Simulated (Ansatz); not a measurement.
Ansatz (a program for electronic structure) input (B3LYP-D3(BJ)/def2-TZVP):

Ansatz 0.2 input:
```yaml
crystal:
  periodic: [false, false, false]
  atoms:
    - {symbol: C, position_ang: [-0.00233672, -0.01320033, 0.40656095]}
    - {symbol: C, position_ang: [0.00434316, -0.80707826, -0.83785496]}
    - {symbol: C, position_ang: [0.00558042, 0.70710030, -0.90415124]}
    - {symbol: C, position_ang: [-0.00965178, 0.02786477, 1.68743715]}
    - {symbol: H, position_ang: [-0.90729426, -1.32815147, -1.10616783]}
    - {symbol: H, position_ang: [0.91840434, -1.32918531, -1.09570815]}
    - {symbol: H, position_ang: [0.92166364, 1.20832260, -1.19218898]}
    - {symbol: H, position_ang: [-0.90657413, 1.20935788, -1.20266321]}
    - {symbol: H, position_ang: [-0.01381006, 0.75153746, 2.48477683]}
basis:
  gaussian:
    orbitals: def2-TZVP
hamiltonian:
  xc: b3lyp
  dispersion: d3bj
magnetization: {spin_polarized: true, initial_magnetization: 1}
phonons: {temperatures: {t_min: 298.15, t_max: 298.15, t_step: 100}}
```

Output:

```
Functional definition: B3LYP
integrals: 0.05 GiB planned
940 factors; their error is unknown
mean field: 0.73 GiB planned
mean field evaluation 1: about -4218.5926 eV, gradient 4.2e1 eV
mean field evaluation 2: about -4210.8609 eV, gradient 5.6e1 eV
mean field evaluation 4: about -4227.0590 eV, gradient 3.7e0 eV
mean field evaluation 8: about -4227.1335 eV, gradient 1.3e-1 eV
mean field evaluation 16: about -4227.1195 eV, gradient 1.2e-3 eV
mean field -4227.11949874 eV, -155.3437763342 hartree, gradient 2.0e-5 eV, S^2 0.759629; 0 other end points of the search recorded, 0 dependent functions left out
the calculation of the forces begins
reference -4227.11974908 eV, -155.3437855340 hartree; 15, 14 occupied and 139, 140 virtual orbitals, 940 factors
these checks for a lower state are left out or cut short: stability, starts, cluster_reference, orbital_swaps, neighbouring_geometries, increment
integrals: 0.05 GiB planned
940 factors; their error is unknown
mean field: 0.73 GiB planned
mean field -4227.11920241 eV, -155.3437654444 hartree, gradient 2.4e-6 eV, S^2 0.759689; 0 other end points of the search recorded, 0 dependent functions left out
the calculation of the forces begins
reference -4227.11945275 eV, -155.3437746442 hartree; 15, 14 occupied and 139, 140 virtual orbitals, 940 factors
these checks for a lower state are left out or cut short: stability, starts, cluster_reference, orbital_swaps, neighbouring_geometries, increment
integrals: 0.05 GiB planned
940 factors; their error is unknown
mean field: 0.73 GiB planned
mean field evaluation 32: about -4227.1330 eV, gradient 5.3e-4 eV
mean field -4227.11921417 eV, -155.3437658765 hartree, gradient 2.2e-6 eV, S^2 0.759573; 0 other end points of the search recorded, 0 dependent functions left out
the calculation of the forces begins
reference -4227.11946451 eV, -155.3437750762 hartree; 15, 14 occupied and 139, 140 virtual orbitals, 940 factors
these checks for a lower state are left out or cut short: stability, starts, cluster_reference, orbital_swaps, neighbouring_geometries, increment
integrals: 0.05 GiB planned
940 factors; their error is unknown
mean field: 0.73 GiB planned
mean field -4227.11945201 eV, -155.3437746168 hartree, gradient 2.3e-6 eV, S^2 0.759624; 0 other end points of the search recorded, 0 dependent functions left out
the calculation of the forces begins
reference -4227.11970235 eV, -155.3437838166 hartree; 15, 14 occupied and 139, 140 virtual orbitals, 940 factors
these checks for a lower state are left out or cut short: stability, starts, cluster_reference, orbital_swaps, neighbouring_geometries, increment
integrals: 0.05 GiB planned
940 factors; their error is unknown
mean field: 0.73 GiB planned
mean field -4227.11945379 eV, -155.3437746823 hartree, gradient 2.3e-6 eV, S^2 0.759635; 0 other end points of the search recorded, 0 dependent functions left out
the calculation of the forces begins
reference -4227.11970412 eV, -155.3437838819 hartree; 15, 14 occupied and 139, 140 virtual orbitals, 940 factors
these checks for a lower state are left out or cut short: stability, starts, cluster_reference, orbital_swaps, neighbouring_geometries, increment
integrals: 0.05 GiB planned
940 factors; their error is unknown
mean field: 0.73 GiB planned
mean field -4227.11942797 eV, -155.3437737335 hartree, gradient 2.3e-6 eV, S^2 0.759634; 0 other end points of the search recorded, 0 dependent functions left out
the calculation of the forces begins
reference -4227.11967827 eV, -155.3437829318 hartree; 15, 14 occupied and 139, 140 virtual orbitals, 940 factors
these checks for a lower state are left out or cut short: stability, starts, cluster_reference, orbital_swaps, neighbouring_geometries, increment
integrals: 0.05 GiB planned
[...]
integrals: 0.05 GiB planned
940 factors; their error is unknown
mean field: 0.73 GiB planned
mean field evaluation 160: about -4227.1194 eV, gradient 3.1e-4 eV
mean field -4227.11944447 eV, -155.3437743397 hartree, gradient 2.3e-6 eV, S^2 0.759629; 0 other end points of the search recorded, 0 dependent functions left out
the calculation of the forces begins
reference -4227.11969477 eV, -155.3437835380 hartree; 15, 14 occupied and 139, 140 virtual orbitals, 940 factors
these checks for a lower state are left out or cut short: stability, starts, cluster_reference, orbital_swaps, neighbouring_geometries, increment
integrals: 0.05 GiB planned
940 factors; their error is unknown
mean field: 0.73 GiB planned
mean field -4227.11948316 eV, -155.3437757616 hartree, gradient 2.3e-6 eV, S^2 0.759630; 0 other end points of the search recorded, 0 dependent functions left out
the calculation of the forces begins
reference -4227.11973354 eV, -155.3437849629 hartree; 15, 14 occupied and 139, 140 virtual orbitals, 940 factors
these checks for a lower state are left out or cut short: stability, starts, cluster_reference, orbital_swaps, neighbouring_geometries, increment
integrals: 0.05 GiB planned
940 factors; their error is unknown
mean field: 0.73 GiB planned
mean field -4227.11946748 eV, -155.3437751854 hartree, gradient 2.3e-6 eV, S^2 0.759628; 0 other end points of the search recorded, 0 dependent functions left out
the calculation of the forces begins
reference -4227.11971779 eV, -155.3437843840 hartree; 15, 14 occupied and 139, 140 virtual orbitals, 940 factors
these checks for a lower state are left out or cut short: stability, starts, cluster_reference, orbital_swaps, neighbouring_geometries, increment
integrals: 0.05 GiB planned
940 factors; their error is unknown
mean field: 0.73 GiB planned
mean field -4227.11949657 eV, -155.3437762543 hartree, gradient 2.3e-6 eV, S^2 0.759630; 0 other end points of the search recorded, 0 dependent functions left out
the calculation of the forces begins
reference -4227.11974693 eV, -155.3437854552 hartree; 15, 14 occupied and 139, 140 virtual orbitals, 940 factors
these checks for a lower state are left out or cut short: stability, starts, cluster_reference, orbital_swaps, neighbouring_geometries, increment
integrals: 0.05 GiB planned
940 factors; their error is unknown
mean field: 0.73 GiB planned
mean field -4227.11942769 eV, -155.3437737230 hartree, gradient 2.3e-6 eV, S^2 0.759630; 0 other end points of the search recorded, 0 dependent functions left out
the calculation of the forces begins
reference -4227.11967807 eV, -155.3437829246 hartree; 15, 14 occupied and 139, 140 virtual orbitals, 940 factors
these checks for a lower state are left out or cut short: stability, starts, cluster_reference, orbital_swaps, neighbouring_geometries, increment
integrals: 0.05 GiB planned
940 factors; their error is unknown
mean field: 0.73 GiB planned
mean field evaluation 192: about -4227.1328 eV, gradient 3.6e-1 eV
mean field -4227.11940662 eV, -155.3437729489 hartree, gradient 2.3e-6 eV, S^2 0.759628; 0 other end points of the search recorded, 0 dependent functions left out
the calculation of the forces begins
reference -4227.11965691 eV, -155.3437821468 hartree; 15, 14 occupied and 139, 140 virtual orbitals, 940 factors
these checks for a lower state are left out or cut short: stability, starts, cluster_reference, orbital_swaps, neighbouring_geometries, increment
integrals: 0.05 GiB planned
940 factors; their error is unknown
mean field: 0.73 GiB planned
mean field -4227.11948359 eV, -155.3437757773 hartree, gradient 2.3e-6 eV, S^2 0.759630; 0 other end points of the search recorded, 0 dependent functions left out
the calculation of the forces begins
reference -4227.11973397 eV, -155.3437849788 hartree; 15, 14 occupied and 139, 140 virtual orbitals, 940 factors
these checks for a lower state are left out or cut short: stability, starts, cluster_reference, orbital_swaps, neighbouring_geometries, increment
integrals: 0.05 GiB planned
940 factors; their error is unknown
mean field: 0.73 GiB planned
mean field -4227.11944738 eV, -155.3437744467 hartree, gradient 2.3e-6 eV, S^2 0.759628; 0 other end points of the search recorded, 0 dependent functions left out
the calculation of the forces begins
reference -4227.11969767 eV, -155.3437836447 hartree; 15, 14 occupied and 139, 140 virtual orbitals, 940 factors
these checks for a lower state are left out or cut short: stability, starts, cluster_reference, orbital_swaps, neighbouring_geometries, increment
integrals: 0.05 GiB planned
940 factors; their error is unknown
mean field: 0.73 GiB planned
mean field -4227.11946422 eV, -155.3437750658 hartree, gradient 2.3e-6 eV, S^2 0.759628; 0 other end points of the search recorded, 0 dependent functions left out
the calculation of the forces begins
reference -4227.11971454 eV, -155.3437842648 hartree; 15, 14 occupied and 139, 140 virtual orbitals, 940 factors
these checks for a lower state are left out or cut short: stability, starts, cluster_reference, orbital_swaps, neighbouring_geometries, increment
integrals: 0.05 GiB planned
940 factors; their error is unknown
mean field: 0.73 GiB planned
mean field evaluation 224: about -4227.1195 eV, gradient 5.8e-3 eV
mean field -4227.11949858 eV, -155.3437763284 hartree, gradient 2.3e-6 eV, S^2 0.759630; 0 other end points of the search recorded, 0 dependent functions left out
the calculation of the forces begins
reference -4227.11974894 eV, -155.3437855289 hartree; 15, 14 occupied and 139, 140 virtual orbitals, 940 factors
these checks for a lower state are left out or cut short: stability, starts, cluster_reference, orbital_swaps, neighbouring_geometries, increment
integrals: 0.05 GiB planned
940 factors; their error is unknown
mean field: 0.73 GiB planned
mean field -4227.11940517 eV, -155.3437728954 hartree, gradient 2.3e-6 eV, S^2 0.759631; 0 other end points of the search recorded, 0 dependent functions left out
the calculation of the forces begins
reference -4227.11965548 eV, -155.3437820943 hartree; 15, 14 occupied and 139, 140 virtual orbitals, 940 factors
these checks for a lower state are left out or cut short: stability, starts, cluster_reference, orbital_swaps, neighbouring_geometries, increment
integrals: 0.05 GiB planned
940 factors; their error is unknown
mean field: 0.73 GiB planned
mean field -4227.11945769 eV, -155.3437748256 hartree, gradient 2.3e-6 eV, S^2 0.759628; 0 other end points of the search recorded, 0 dependent functions left out
the calculation of the forces begins
reference -4227.11970805 eV, -155.3437840262 hartree; 15, 14 occupied and 139, 140 virtual orbitals, 940 factors
these checks for a lower state are left out or cut short: stability, starts, cluster_reference, orbital_swaps, neighbouring_geometries, increment
integrals: 0.05 GiB planned
940 factors; their error is unknown
mean field: 0.73 GiB planned
mean field -4227.11947439 eV, -155.3437754394 hartree, gradient 2.3e-6 eV, S^2 0.759628; 0 other end points of the search recorded, 0 dependent functions left out
the calculation of the forces begins
reference -4227.11972477 eV, -155.3437846405 hartree; 15, 14 occupied and 139, 140 virtual orbitals, 940 factors
these checks for a lower state are left out or cut short: stability, starts, cluster_reference, orbital_swaps, neighbouring_geometries, increment
integrals: 0.05 GiB planned
940 factors; their error is unknown
mean field: 0.73 GiB planned
mean field evaluation 256: about -4227.1195 eV, gradient 2.3e-6 eV
mean field -4227.11946791 eV, -155.3437752012 hartree, gradient 2.3e-6 eV, S^2 0.759630; 0 other end points of the search recorded, 0 dependent functions left out
the calculation of the forces begins
reference -4227.11971821 eV, -155.3437843996 hartree; 15, 14 occupied and 139, 140 virtual orbitals, 940 factors
Total energy: -4227.37501522 eV, -155.3531663916 hartree
Atom 0 at    -0.002337    -0.013200     0.406561 Å, force     0.000000    -0.000056    -0.000083 eV/Å
Atom 1 at     0.004343    -0.807078    -0.837855 Å, force     0.000000     0.000031    -0.000024 eV/Å
Atom 2 at     0.005580     0.707100    -0.904151 Å, force     0.000000     0.000072     0.000000 eV/Å
Atom 3 at    -0.009652     0.027865     1.687437 Å, force    -0.000001    -0.000008     0.000099 eV/Å
Atom 4 at    -0.907294    -1.328151    -1.106168 Å, force    -0.000003    -0.000014     0.000025 eV/Å
Atom 5 at     0.918404    -1.329185    -1.095708 Å, force     0.000003    -0.000014     0.000025 eV/Å
Atom 6 at     0.921664     1.208323    -1.192189 Å, force    -0.000004    -0.000005    -0.000011 eV/Å
Atom 7 at    -0.906574     1.209358    -1.202663 Å, force     0.000004    -0.000005    -0.000011 eV/Å
Atom 8 at    -0.013810     0.751537     2.484777 Å, force     0.000000    -0.000002    -0.000022 eV/Å
Dipole moment:     0.001389     0.120978    -0.230495 e Å
Vibrations: 294.81 330.54 653.88 742.55 756.51 773.30 860.24 881.64 1035.94 1069.53 1070.15 1095.46 1177.96 1452.73 1471.96 1794.84 3110.90 3116.05 3186.61 3203.42 3258.07 cm⁻¹, zero-point energy 1.942652 eV
```

It need not be the lowest isomer of its formula.
